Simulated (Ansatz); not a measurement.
Results of PBEsol in Ansatz (PAW) for α-N2.

Run with plane-wave cutoff 520 eV, 6×6×6 k mesh, Fermi–Dirac smearing 0.01 eV, scalar-relativistic PAW data made under PBE.

Properties against volume:

Shape and atoms are relaxed at each volume.

```csv
V (Å³/atom),P (GPa),direct gap at Γ (eV),smallest gap on the k mesh (eV)
28.486,0.02,7.683,7.674
29.080,0.01,7.703,7.694
29.673,-0.01,7.721,7.713
30.267,-0.01,7.739,7.732
30.860,-0.02,7.756,7.749
```

A straight line through the gaps at Γ against ln V gives a volume deformation potential dE_g(Γ)/d ln V of 0.9 eV: the gap at Γ narrows under compression.

Note: the cell comes from a level without a dispersion term, which matters for the spacing of layers, chains or molecules.

Ansatz is a program for electronic structure.
